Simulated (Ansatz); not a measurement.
# FHSSi (SMILES F[Si]S): a rigid scan of the bond length F1–Si2

An exercise on one series of results from a longer session: the logs are not shown, and one member is left open.

Computed with Ansatz 0.2.0, Gaussian basis. Level: single points in def2-TZVPP.

Levels: PBE-D4, r2SCAN-D4, PBE0-D4, B3LYP-D4, wB97M-V, Hartree-Fock, MP2, CCSD, CCSD(T). The scan takes 1.454, 1.487, 1.534, 1.590, 1.651, 1.717, 1.788, 1.862, 1.939 Å.

Cores are frozen in the correlated methods. B3LYP uses VWN-RPA correlation.

29 further runs of the same task are left out: 29 set aside as unsound or not needed.

## The starting structure

The minimum, relaxed at PBE0-D4: SMILES `F[Si]S`, 4 atoms, charge 0, spin multiplicity 1.

Atoms are counted from 1 here; the program's logs count them from 0.

Bond lengths: F1–Si2 1.616 Å, Si2–S3 2.154 Å, S3–H4 1.346 Å. Angles: F1–Si2–S3 99.9°, Si2–S3–H4 95.0°.

Coordinates:

```xyz
4
charge 0, multiplicity 1
F    -1.13909   -0.02859    1.06192
Si    0.08129    0.98909    0.76889
S     0.99591   -0.00094   -0.91170
H     0.11739   -1.01987   -0.93941
```

Energies of the minimum (eV), from earlier single points: PBE-D4 -21438.42272, r2SCAN-D4 -21446.89587, PBE0-D4 -21439.86303, B3LYP-D4 -21450.72815, wB97M-V -21447.91684, CCSD(T) -21420.45418.

At the minimum the bond length F1–Si2 is 1.616 Å.

Set-up of the first run:

Contents of ccsdt-tzvpp/in.yaml:

```yaml
crystal:
  periodic: [false, false, false]
  atoms:
    - {symbol: F, position_ang: [-1.139088, -0.028588, 1.061921]}
    - {symbol: Si, position_ang: [-0.040927, 0.887179, 0.798235]}
    - {symbol: S, position_ang: [0.873699, -0.102854, -0.882354]}
    - {symbol: H, position_ang: [-0.004825, -1.121781, -0.910067]}
basis:
  gaussian: {orbitals: def2-TZVPP}
correlation: {method: ccsd_t}
```

The command line of these runs was not kept.

Among the steps run: F1–Si2 = 1.454 Å; F1–Si2 = 1.487 Å; F1–Si2 = 1.534 Å; F1–Si2 = 1.590 Å; F1–Si2 = 1.651 Å; F1–Si2 = 1.717 Å; F1–Si2 = 1.788 Å; F1–Si2 = 1.862 Å; F1–Si2 = 1.939 Å.

One table of the session follows, with a row left open; its other results are not shown here.

Energies less that of the minimum at the same level (kJ/mol):

```
bond length (Å)  PBE-D4  PBE0-D4  B3LYP-D4  wB97M-V  Hartree-Fock
          1.454    62.4     51.4      55.0     53.7          37.0
          1.487    39.1     30.4      33.3     32.1          18.9
          1.534    16.6     11.1      13.0     12.1           3.9
          1.590     2.7      1.0       1.6      1.3          -1.3
1.616 (minimum)     0.0      0.0       0.0      0.0           0.0
          1.651       ?        ?         ?        ?             ?
          1.717     5.5     11.8       9.6     11.0          20.4
          1.788    19.8     30.3      26.5     29.0          44.5
          1.862    40.2     54.6      49.2     53.2          74.2
          1.939    64.8     83.2      76.2     81.8         107.9
```

Estimate the missing values for bond length (Å) = 1.651.

As computed: PBE-D4: -0.6; PBE0-D4: 1.6; B3LYP-D4: 0.8; wB97M-V: 1.3; Hartree-Fock: 4.6.

Limits of these values: A polynomial through the near points puts the CCSD(T) minimum 0.001 Å below the PBE0-D4 value.
